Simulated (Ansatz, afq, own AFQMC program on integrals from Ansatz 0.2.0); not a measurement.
Integrals from Ansatz 0.2.0, then the random walk in our own AFQMC program (afq).

```yaml
crystal:
  periodic: [false, false, false]
  atoms:
    - {symbol: C, position_ang: [0.000000, 0.000000, 0.000000]}
    - {symbol: H, position_ang: [2.158975, 0.027447, -0.000461]}
    - {symbol: H, position_ang: [-1.103259, 1.855995, -0.005535]}
    - {symbol: H, position_ang: [-1.055717, -1.883442, 0.005995]}
basis:
  gaussian: {orbitals: cc-pVDZ}
total_charge: 1
magnetization: {spin_polarized: false}
correlation: {method: ccsd_t, electrons: outside_noble_gas, hamiltonian_folder: ham}
```

```sh
$ ansatz run in.yaml --threads 1 --pin off --events-out ev --progress --plain --max-ram 24576MiB --backend cuda --devices 0, --max-vram 18GiB
```

Options of the walk:

```
--method phaseless --trial cisd --walkers 4000 --populations 20 --least-time 60 --time-step 0.005 --steps-per-block 50 --equilibration-blocks 40 --max-blocks 4000 --target-error 0.00029 --factor-cut 1e-05 --seed 62 --release-times 0.24,0.51,0.99,1.62,2.4 --release-step 0.03 --release-every 3 --taylor-order 6
```

Times are imaginary, in 1/Eh. The walk had a cap of 122 s. With eight or more populations the least sampling time is a fifth of least-time, and the error comes from their spread.

Output of the walk:

```
orbitals 28  electrons 3 3  factors 165 of 259
reference energy -38.71009743 Eh
CCSD correlation -0.22191485 Eh in 12 cycles, weight of the determinant in the CISD state 0.7481
energy of the start -38.931996 Eh
 block  time / (1/Eh)  mean weight  energy / Eh
     1     0.250  0.9998  -38.928745
     2     0.500  0.9999  -38.928847
     3     0.750  0.9998  -38.930370
     4     1.000  1.0000  -38.931717
     5     1.250  1.0001  -38.933654
     7     1.750  0.9999  -38.936900
     9     2.250  1.0000  -38.938719
    13     3.250  1.0001  -38.941434
    19     4.750  0.9999  -38.943815
    25     6.250  0.9997  -38.944732
    31     7.750  0.9999  -38.945142
    34     8.500  0.9998  -38.946945
    37     9.250  0.9999  -38.944840
    43    10.750  0.9999  -38.945097
    49    12.250  0.9998  -38.942764
    55    13.750  0.9999  -38.943712
    61    15.250  1.0001  -38.942447
    67    16.750  1.0000  -38.943760
    73    18.250  1.0002  -38.943643
    79    19.750  1.0000  -38.944251
    85    21.250  1.0003  -38.942641
    88    22.000  0.9999  -38.939746
    91    22.750  1.0000  -38.943789
    97    24.250  1.0002  -38.944189
   103    25.750  0.9996  -38.943035
   109    27.250  1.0002  -38.943495
   115    28.750  1.0001  -38.941857
   121    30.250  1.0001  -38.944764
   127    31.750  1.0000  -38.942719
   133    33.250  0.9993  -38.945155
   139    34.750  1.0002  -38.944135
error from the spread of 20 populations
released: time / (1/Eh)  energy / Eh  error  mean overlap
  0.24  -38.945003  0.000312  0.9999
  0.51  -38.946018  0.000276  1.0017
  0.99  -38.947455  0.000274  1.0031
  1.62  -38.949097  0.000270  1.0070
  2.40  -38.949424  0.000291  1.0172
energy -38.943404 +/- 0.000275 Eh
(rows thinned)
```

The run passed its tests (sampling time, drift between the halves within three errors, error under three times the target), which doesn't prove that it has relaxed.

Against this walk (error 7.5 meV) on the same determinant: CCSD(T) 145.3 meV lower, CCSDT(Q) 313.1 meV lower, CCSDTQ 314.2 meV lower, full CI 317.0 meV lower. The error is statistical and leaves out the bias of the constraint. The released energies are still falling (meV from the phaseless value at times in 1/Eh: -44 ± 8 at 0.24, -71 ± 8 at 0.51, -110 ± 7 at 0.99, -155 ± 7 at 1.62, -164 ± 8 at 2.40), so they give no level; they do show a bias of the constraint, and the last of them that isn't too noisy lies 153 meV above full CI. Full CI is exact here, so the walk's 317 meV above it is the walk's own error: the bias of the constraint with this trial.

Cautions: constraint bias not in the error; restricted determinant unstable towards unrestricted (UHF 3.08 eV lower, ⟨S²⟩ 1.79); strong correlation (T1 0.035, weight of the determinant 0.75, largest double 0.18); (T) is large, 8 % of the CCSD correlation; CCSD(T) is in doubt: in a space of 6 electrons in 9 natural orbitals full CI lies 166 meV below it.

The walk took 44 s on 1 × NVIDIA H100 80GB HBM3 with 2 threads of AMD EPYC 7R13 Processor (Zen 3), with other jobs on the host (the card was shared). The log's last line is the phaseless energy.

CCSDT and higher add their correlation energy to the determinant of the CCSD(T) run, since their own runs factorise the integrals more tightly (a shift of under 2 meV). A walk keeps the symmetry of its determinant, which the program's search chose and which needn't be the lowest solution, so a lower state of the same spin and another symmetry isn't excluded.
